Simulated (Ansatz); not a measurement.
**Ge–AsH2, quartet in cc-pVTZ: errors against UCCSDT(Q)**

Geometry: a PBE0/def2-TZVP stationary point for this spin, not checked as a minimum. The doublet lies 1.4 eV lower here.

```yaml
atoms:
  - { symbol: Ge, position_ang: [0.0238, 0.0000, 1.3085] }
  - { symbol: As, position_ang: [-0.0491, 0.0000, -1.2267] }
  - { symbol: H, position_ang: [0.9651, 1.0935, -1.5596] }
  - { symbol: H, position_ang: [0.9651, -1.0935, -1.5596] }
```

Basis cc-pVTZ; Ansatz 0.2.0. Correlated methods freeze the noble-gas cores and the filled d shells of p-block atoms, which leaves 11 electrons in 86 orbitals. Prefix R: restricted or restricted open-shell reference; prefix U: unrestricted. Active spaces: valence = (11e, 10o) chosen from the atoms' valence shells. No spin–orbit coupling is included, and no scalar relativity.

Full CI isn't at hand for all of this; UCCSDT(Q) serves as the reference, and is uncertain by about the last step of the cluster series. The frozen core follows each run's orbitals, which can shift R against U totals by a few meV for light atoms and by up to 0.1 eV past Ca.

```
UHF ⟨S²⟩                          : 3.786
T1 diagnostic (RCCSD)             : 0.0284
largest doubles amplitude (RCCSD) : 0.057
T1 diagnostic (UCCSD)             : 0.0202
```

```json
{"level": "UHF", "E − E(UCCSDT(Q)) (kcal/mol)": "151.59", "wall time": "–"}
{"level": "UMP2", "E − E(UCCSDT(Q)) (kcal/mol)": "29.23", "wall time": "–"}
{"level": "UCCSD", "E − E(UCCSDT(Q)) (kcal/mol)": "7.38", "wall time": "–"}
{"level": "UCCSD(T)", "E − E(UCCSDT(Q)) (kcal/mol)": "1.24", "wall time": "20 s (H100)"}
{"level": "UCCSDT", "E − E(UCCSDT(Q)) (kcal/mol)": "0.32", "wall time": "–"}
```

Run but not shown, since their state, orbitals or frozen core can't be matched to the reference's or they repeat it: RHF, RMP2, RCCSD, RCCSD(T), BCCD(T), RCCSDT, RCCSDT(Q), CASSCF (valence space), NEVPT2 (valence space), MRCISD (valence space), MRCISD+Q (valence space).

Times hold each run's SCF and search for its determinant on a shared host, so for small cases they say little of a method's own cost. Some runs computed forces too.

Natural occupations of CASSCF (valence space) about the gap: 1.975 1.967 1.961 1.004 1.000 0.999 0.039 0.036 0.028; effectively unpaired electrons, Σ n²(2−n)², 3.03.
